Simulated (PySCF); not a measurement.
# quartet BH2: levels of theory compared

Aim: a comparison of 4 runs (UBLYP/cc-pVTZ, UPBE/cc-pVTZ, USVWN5/cc-pVTZ, UCCSD(T)/cc-pVTZ) of quartet BH2. The job is set up through a Python script.

The results are computed with PySCF 2.14.0.

2 further runs of the same task are left out: 2 set aside as unsound or not needed.

## Step 1: The structure to begin with

BH2 has 3 atoms, charge 0, and is taken as a quartet. SMILES of the parent species: `[BH2]`. The coordinates come from a GFN2-xTB relaxation. That shape belongs to the parent species and isn't relaxed for this state.

Bond lengths: B1–H2 1.159 Å, B1–H3 1.159 Å. Angles: H2–B1–H3 128.4°.

## Step 2: The energy at UBLYP/cc-pVTZ (run 1)

Contents of run.py:

```python
from pyscf import gto, dft

system = gto.M(
    atom=[
    ('B', (0.262840, -0.166230, 0.128640)),
    ('H', (0.280020, 0.985320, 0.260980)),
    ('H', (-0.542860, -0.819090, -0.389630)),
],
    verbose=3,
    max_memory=1860,
    charge=0,
    basis='cc-pvtz',
    spin=3,
)

myscf = dft.UKS(system)
myscf.xc = 'blyp'
myscf.conv_tol = 1e-10
myscf.grids.level = 5
myscf.kernel()
if not myscf.converged:
    myscf = myscf.newton().run(myscf.mo_coeff, myscf.mo_occ)

energy = myscf.e_tot
print('E(%s) = %.9f' % ('BLYP', energy))
```

Run with:

```console
OMP_NUM_THREADS=1 python run.py
```

Standard output:

```text
WARN: HOMO -0.135869042564528 >= LUMO -0.386105139014438

WARN: HOMO -0.136455196503634 >= LUMO -0.341013630655707

WARN: HOMO -0.153757263065672 >= LUMO -0.34596808517343

WARN: HOMO -0.147643063957235 >= LUMO -0.337863053720041

WARN: HOMO -0.148231651732169 >= LUMO -0.338871545261282

WARN: HOMO -0.148218169303989 >= LUMO -0.338802661937411

WARN: HOMO -0.148217469677168 >= LUMO -0.338789796368289

WARN: HOMO -0.148223911920561 >= LUMO -0.338790995326852

WARN: HOMO -0.148224291884654 >= LUMO -0.338790665071013

WARN: HOMO -0.148223946078162 >= LUMO -0.338790356466385

converged SCF energy = -25.7208120371063  <S^2> = 3.7517689  2S+1 = 4.0008844
E(BLYP) = -25.720812037
```

It took 3.9 s on 1 thread of Arm Neoverse V2, shared host; peak memory 0.29 GiB.

## Step 3: A single-point energy at UPBE/cc-pVTZ (run 2)

Contents of input.py:

```python
from pyscf import gto, dft

mol = gto.M(
    atom='''
B      0.262840    -0.166230     0.128640
H      0.280020     0.985320     0.260980
H     -0.542860    -0.819090    -0.389630
''',
    verbose=4,
    basis='cc-pvtz',
    max_memory=1860,
    spin=3,
)

mf = dft.UKS(mol)
mf.xc = 'pbe'
mf.grids.level = 5
mf.conv_tol = 1e-10
mf.kernel()
if not mf.converged:
    mf = mf.newton().run(mf.mo_coeff, mf.mo_occ)

etot = mf.e_tot
print('E = %.10f Eh' % etot)
```

Run with:

```console
OMP_NUM_THREADS=1 python input.py
```

Standard output:

```text
PySCF version 2.14.0

[INPUT] num. atoms = 3
[INPUT] num. electrons = 7
[INPUT] charge = 0
[INPUT] spin (= nelec alpha-beta = 2S) = 3
[INPUT] symmetry False subgroup None
[INPUT] Mole.unit = angstrom
[INPUT] Symbol           X                Y                Z      unit          X                Y                Z       unit  Magmom
[INPUT]  1 B      0.262840000000  -0.166230000000   0.128640000000 AA    0.496695614581  -0.314129173686   0.243094368664 Bohr   0.0
[INPUT]  2 H      0.280020000000   0.985320000000   0.260980000000 AA    0.529161109401   1.861984945056   0.493180723989 Bohr   0.0
[INPUT]  3 H     -0.542860000000  -0.819090000000  -0.389630000000 AA   -1.025856723981  -1.547855771370  -0.736293989914 Bohr   0.0

nuclear repulsion = 4.81824384906663
number of shells = 21
number of NR pGTOs = 74
number of NR cGTOs = 58
basis = cc-pvtz
ecp = {}

[... 37 lines left out ...]
[... the frontier-level lines of each cycle are left out ...]
[... 5 lines left out ...]
[... 5 lines left out ...]
[... 5 lines left out ...]
[... 5 lines left out ...]
[... 5 lines left out ...]

cycle= 6 E= -25.6930015082757  delta_E= 1.64e-08  |g|= 0.00049  |ddm|= 0.000864


cycle= 7 E= -25.693001719521  delta_E= -2.11e-07  |g|= 0.000159  |ddm|= 0.000551


cycle= 8 E= -25.6930017442494  delta_E= -2.47e-08  |g|= 6.48e-06  |ddm|= 0.000139


cycle= 9 E= -25.6930017442972  delta_E= -4.78e-11  |g|= 9.32e-07  |ddm|= 9.88e-06


Extra cycle  E= -25.6930017442981  delta_E= -9.17e-13  |g|= 4.53e-07  |ddm|= 1.62e-06
converged SCF energy = -25.6930017442981  <S^2> = 3.7511567  2S+1 = 4.0005783
E = -25.6930017443 Eh
```

Wall time 3.9 s (1 thread of Arm Neoverse V2, shared host); peak memory 0.29 GiB.

Run 3 isn't shown in full; the table further down has it.

## Step 4: The energy at UCCSD(T)/cc-pVTZ (run 4)

Contents of mol.xyz:

```xyz
3
BH2
B      0.262840    -0.166230     0.128640
H      0.280020     0.985320     0.260980
H     -0.542860    -0.819090    -0.389630
```

Contents of calc.py:

```python
from pyscf import gto, scf, cc

mol = gto.M(
    atom='mol.xyz',
    max_memory=1860,
    verbose=3,
    spin=3,
    basis='cc-pvtz',
)

myscf = scf.UHF(mol)
myscf.conv_tol = 1e-10
myscf.kernel()
if not myscf.converged:
    myscf = myscf.newton().run(myscf.mo_coeff, myscf.mo_occ)

mycc = cc.CCSD(myscf, frozen=1)
mycc.kernel()
e_t = mycc.ccsd_t()
etot = mycc.e_tot + e_t
print('E(%s) = %.9f' % ('CCSD(T)', etot))
```

Run with:

```console
OMP_NUM_THREADS=1 python calc.py
```

Standard output:

```text
WARN: HOMO -0.00952244154810256 >= LUMO -0.393509211526553

converged SCF energy = -25.5627265709599  <S^2> = 3.7604549  2S+1 = 4.0052241
E(UCCSD) = -25.65871713298854  E_corr = -0.09599056202861905
UCCSD(T) correction = -0.00318642772083138
E(CCSD(T)) = -25.661903561
```

Run time: 4.5 s. Hardware: 1 thread of Arm Neoverse V2, shared host; peak memory 0.59 GiB.

## Step 5: Overview of the runs

```
run             level  integration grid  frozen core orbitals  energy (Eh)  dipole moment (D) of the reference  HOMO energy (eV)   ⟨S²⟩  wall time
  1     UBLYP/cc-pVTZ                 5                     –   -25.720812                                1.26             -4.03  3.752      3.9 s
  2      UPBE/cc-pVTZ                 5                     –   -25.693002                                1.24             -4.33  3.751      3.9 s
  3    USVWN5/cc-pVTZ                 5                     –   -25.426095                                1.28             -4.39  3.752      2.8 s
  4  UCCSD(T)/cc-pVTZ                 –                     1   -25.661904                                1.29             -8.46  3.760      4.5 s
```

## Step 6: Results

| quantity | value |
| --- | --- |
| run 4: total energy | -25.66190 Eh |
| run 4: dipole moment (Hartree–Fock density) | 1.29 D |
| run 4: HOMO energy (Hartree–Fock orbitals) (highest over α and β) | -8.46 eV |
| run 4: LUMO energy (Hartree–Fock orbitals) (lowest over α and β) | -3.28 eV |
| run 4: correlation energy (1 core orbital frozen) | -99.2 mEh |
| run 4: (T) correction | -3.19 mEh |
| run 4: ⟨S²⟩ of the reference determinant | 3.760 |
| run 4: T1 diagnostic | 0.019 |

What this shows: Over runs 1, 2, 3 the dipole moment (its size) runs from 1.24 D (UPBE/cc-pVTZ) to 1.28 D (USVWN5/cc-pVTZ). Totals of different functionals can't be ranked against each other. All runs together took 15 s, the longest 4.5 s.
